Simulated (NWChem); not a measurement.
# Spin states of OS

```xyz
2

O      0.0000     0.0000     1.0012
S      0.0000     0.0000    -0.5006
```
Charge 0, spin multiplicity 3.

The numbers come from NWChem runs, not from measurements. The geometry was optimised at UPBE0/def2-SVP, a minimum by its harmonic frequencies.

Basis set: def2-TZVP. The gap is E(triplet) − E(singlet) at the geometry of the triplet, so a negative value puts the higher spin lower. Open shells are unrestricted, and the singlet is the closed-shell solution. Where the lowest singlet needs several determinants, the single determinant used here isn't a pure state and places it wrongly.

The correlated methods keep 6 core orbitals frozen. B3LYP has NWChem's definition, with VWN1-RPA local correlation. The structure started from a generated list of species. The unpaired electrons of the parent sit in orbitals of symmetry b1 and b2 (C2v labels of the run); other states weren't searched. The stability of the SCF solutions was not checked. Open-shell Hartree-Fock references start from PBE0 orbitals.

Question: One of these methods gave a vertical singlet-triplet gap of -28.7 kcal/mol. Which?
(A) MP2
(B) HF
(C) B2PLYP
(D) B3LYP

Answer: D, B3LYP. The others give -42.5 (HF), -27.2 (B2PLYP), -23.4 (MP2).
